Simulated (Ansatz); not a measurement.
# CAM-B3LYP/def2-TZVP run of SiNH5 (SMILES [SiH3]N)

Aim: the vertical singlet–triplet gap of SiNH5 at CAM-B3LYP/def2-TZVP, from 2 runs. 

The results are computed with Ansatz 0.2.0.

55 further runs of the same task are left out: 55 set aside as unsound or not needed.

## Step 1: Starting point

SiNH5 has 7 atoms, charge 0, and is taken as a singlet. As SMILES, `[SiH3]N`. Geometry: relaxed at PBE0-D4/def2-TZVP.

Bond lengths: Si1–N2 1.720 Å, Si1–H3 1.486 Å, Si1–H4 1.486 Å, Si1–H5 1.494 Å, N2–H6 1.007 Å, N2–H7 1.007 Å. Angles: Si1–N2–H6 119.6°, Si1–N2–H7 119.6°, N2–Si1–H3 107.9°, N2–Si1–H4 107.9°, N2–Si1–H5 116.0°, H6–N2–H7 110.7°, H3–Si1–H4 110.5°, H3–Si1–H5 107.3°, H4–Si1–H5 107.3°.

## Step 2: A single-point energy at CAM-B3LYP/def2-TZVP

Contents of run.yaml:

```yaml
basis:
  gaussian:
    orbitals: def2-TZVP
crystal:
  periodic: [false, false, false]
  atoms:
    - {symbol: Si, position_ang: [-0.413010, -0.292700, -0.422350]}
    - {symbol: N, position_ang: [0.611760, 0.348670, 0.801280]}
    - {symbol: H, position_ang: [-0.018320, -1.706330, -0.653330]}
    - {symbol: H, position_ang: [-1.813170, -0.217090, 0.068940]}
    - {symbol: H, position_ang: [-0.367930, 0.402730, -1.743970]}
    - {symbol: H, position_ang: [0.391580, 1.238230, 1.219480]}
    - {symbol: H, position_ang: [1.609100, 0.226510, 0.729930]}
output: {orbitals: {seedname: orbitals}}
hamiltonian:
  xc: {name: CAM-B3LYP}
accuracy: high
```

Started as:

```console
$ ansatz run run.yaml --threads 1 --pin off --max-ram 3480MiB --events-out events.jsonl --progress --plain --runs-dir runs
```

The log of the run:

```text
Warning: RAYON_NUM_THREADS=1 ignored (pool sized by the plan → 1); use --threads N
Functional definition: CAM-B3LYP
  name "CAM-B3LYP"
  parameter alpha = 0.19
  parameter beta = 0.46
  parameter omega = 0.33/bohr
  parameter ac = 0.81
  exchange = (1 - alpha - beta)*b88_x + beta*b88_x_sr(omega) + alpha*exact_x + beta*exact_x_lr(omega)
  correlation = (1 - ac)*vwn5_c + ac*lyp_c
1820 factors; integrals over basis functions are off by at most 3.8e-9 eV
359 factors; integrals over basis functions are off by at most 2.1e-9 eV
mean field evaluation 1: about -9444.9989 eV, gradient 5.3e1 eV
mean field evaluation 2: about -9442.4037 eV, gradient 6.1e1 eV
mean field evaluation 4: about -9449.9964 eV, gradient 4.6e-1 eV
mean field evaluation 8: about -9449.9967 eV, gradient 1.8e-2 eV
mean field evaluation 16: about -9449.9967 eV, gradient 1.2e-6 eV
mean field -9449.99673707 eV, -347.2809746495 hartree, gradient 4.2e-8 eV, S^2 0.000000; 0 other end points of the search recorded, 0 dependent functions left out
reference -9449.99675579 eV, -347.2809753374 hartree; 13, 13 occupied and 85, 85 virtual orbitals, 1820 factors
Total energy: -9449.99675579 eV, -347.2809753374 hartree
```

Wall time 4.8 s (1 thread of Arm Neoverse V2, shared host); peak memory 0.27 GiB.

## Step 3: The triplet, same level

Contents of in.yaml:

```yaml
crystal:
  periodic: [false, false, false]
  atoms:
    - {symbol: Si, position_ang: [-0.413010, -0.292700, -0.422350]}
    - {symbol: N, position_ang: [0.611760, 0.348670, 0.801280]}
    - {symbol: H, position_ang: [-0.018320, -1.706330, -0.653330]}
    - {symbol: H, position_ang: [-1.813170, -0.217090, 0.068940]}
    - {symbol: H, position_ang: [-0.367930, 0.402730, -1.743970]}
    - {symbol: H, position_ang: [0.391580, 1.238230, 1.219480]}
    - {symbol: H, position_ang: [1.609100, 0.226510, 0.729930]}
basis:
  gaussian: {orbitals: def2-TZVP}
magnetization: {spin_polarized: true, initial_magnetization: 2}
hamiltonian: {xc: {name: CAM-B3LYP}}
accuracy: high
output: {orbitals: {seedname: orbitals}}
```

Started as:

```console
$ ansatz run in.yaml --threads 1 --pin off --max-ram 3480MiB --events-out events.jsonl --progress --plain --runs-dir runs
```

The log of the run (excerpt; [...] marks lines left out):

```text
Warning: RAYON_NUM_THREADS=1 ignored (pool sized by the plan → 1); use --threads N
[... 8 set-up lines as earlier in the session ...]
1820 factors; integrals over basis functions are off by at most 3.8e-9 eV
359 factors; integrals over basis functions are off by at most 2.1e-9 eV
mean field evaluation 1: about -9438.6522 eV, gradient 3.5e1 eV
mean field evaluation 2: about -9433.9902 eV, gradient 4.7e1 eV
mean field evaluation 4: about -9443.7756 eV, gradient 2.5e0 eV
mean field evaluation 8: about -9443.9210 eV, gradient 3.0e-1 eV
mean field evaluation 16: about -9443.9279 eV, gradient 2.5e-3 eV
mean field -9443.92793498 eV, -347.0579502864 hartree, gradient 6.1e-8 eV, S^2 2.006715; 0 other end points of the search recorded, 0 dependent functions left out
reference -9443.92795340 eV, -347.0579509632 hartree; 14, 12 occupied and 84, 86 virtual orbitals, 1820 factors
Total energy: -9443.92795340 eV, -347.0579509632 hartree
```

It took 11 s on 1 thread of Arm Neoverse V2, shared host; peak memory 0.38 GiB.

## Step 4: Summary of results

At CAM-B3LYP/def2-TZVP:

| quantity | value |
| --- | --- |
| singlet: total energy | -347.28098 Eh |
| singlet: HOMO energy | -8.85 eV |
| singlet: LUMO energy | 1.20 eV |
| singlet: HOMO–LUMO gap | 10.05 eV |
| triplet: total energy | -347.05795 Eh |
| triplet: HOMO energy (highest over α and β) | -3.09 eV |
| triplet: ⟨S²⟩ | 2.007 |
| vertical energy of the triplet above the singlet | 6.069 eV |

**Reading.** At this shape the triplet lies 6.07 eV (140 kcal/mol) above the singlet.
